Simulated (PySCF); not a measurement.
BC: frontier orbitals

ωB97X at R = 1.483 Å; basis B aug-pcseg-1, C aug-pcseg-1; no relativity; PySCF 2.14. State: ⁴Σ⁻ (quartet), unpaired electrons σ ↑, π ↑↑. Only the outer orbitals are listed, counted within each symmetry.

```csv
spin,orbital,occ.,ε (eV),on B (%),main shells (%)
α,3σ,1,-22.67,30,"62 C s, 22 B s"
α,4σ,1,-13.34,58,"52 B s, 24 C s, 18 C p"
α,1π,1,-11.03,26,"71 C p, 27 B p"
α,1π,1,-11.03,26,"71 C p, 27 B p"
α,5σ,1,-10.66,53,"39 C p, 35 B p, 18 B s"
α,2π,0,0.91,107,110 B p
α,2π,0,0.91,107,110 B p
β,3σ,1,-19.64,39,"55 C s, 28 B s, 10 B p"
β,4σ,1,-10.37,30,"36 C p, 33 C s, 31 B s"
β,1π,0,-1.91,40,"57 C p, 40 B p"
β,1π,0,-1.91,40,"57 C p, 40 B p"
β,5σ,0,-1.84,82,"45 B s, 37 B p, 15 C p"
```

Q: Which are the highest filled and the lowest empty level, where do they sit, and how wide is the gap?

A: Highest filled β 4σ at -10.37 eV (in %: 36 C p, 33 C s, 31 B s); lowest empty β 1π at -1.91 eV (in %: 57 C p, 40 B p); the gap at ωB97X is 8.46 eV.

```json
{"bond order (Mayer)": "1.54", "⟨S²⟩": "3.757", "charge on B (Mulliken, basis-dependent)": "0.38", "charge on B (Löwdin, basis-dependent)": "0.21", "dipole moment (positive dipole means B(−)C(+))": "-1.74 D"}
```

Shares are Mulliken populations and can fall outside 0 to 100 %.

The state is the lowest determinant that a PBE0 search found; another state may lie lower at other levels.
